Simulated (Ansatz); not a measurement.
in.yaml

```yaml
crystal:
  periodic: [false, false, false]
  atoms:
    - {symbol: Si, position_ang: [0.000000, 0.000000, 1.658754]}
    - {symbol: B, position_ang: [0.000000, 0.000000, -0.236394]}
    - {symbol: H, position_ang: [0.000000, 0.000000, -1.422360]}
basis:
  gaussian: {orbitals: 6-31G}
correlation: {method: fci, electrons: outside_noble_gas}
```

```sh
$ ansatz run in.yaml --threads 1 --pin off --events-out ev --progress --plain --max-ram 2393MiB
```

(1) Roughly how long does this take on 1 thread of Intel Xeon, shared host, and how much host memory?

```
487 factors; integrals over basis functions are off by at most 1.5e-7 eV
mean field evaluation 1: about -8543.7944 eV, gradient 8.6e0 eV
mean field evaluation 2: about -8543.7953 eV, gradient 8.6e0 eV
mean field evaluation 4: about -8544.2781 eV, gradient 1.1e0 eV
mean field evaluation 8: about -8544.2877 eV, gradient 1.4e-3 eV
mean field evaluation 16: about -8539.3042 eV, gradient 2.4e-3 eV
mean field evaluation 32: about -8539.6891 eV, gradient 2.7e0 eV
mean field -8544.28774514 eV, -313.9967831076 hartree, gradient 5.2e-6 eV, S^2 0.000000; 5 other end points of the search recorded, 0 dependent functions left out; unrestricted orbitals would lower it
6 core orbitals not correlated: weight in the atoms' cores, before any rotation towards them, 1.000 or more for the frozen orbitals, at most 0.000 for the correlated occupied ones
reference -8544.28774514 eV, -313.9967831076 hartree; 4, 4 occupied and 14, 14 virtual orbitals, 487 factors
state -8547.57386253 eV, -314.1175456945 hartree
Total energy: -8547.57386253 eV, -314.1175456945 hartree
```

Natural occupations: 1.9683 1.9659 1.9364 0.9628 0.9458 0.0680 0.0671 0.0351 0.0186 0.0085 0.0060 0.0046 0.0046 0.0031 0.0016 0.0016 0.0016 0.0005.

Answers

(1) 46 s wall and 0.31 GiB.
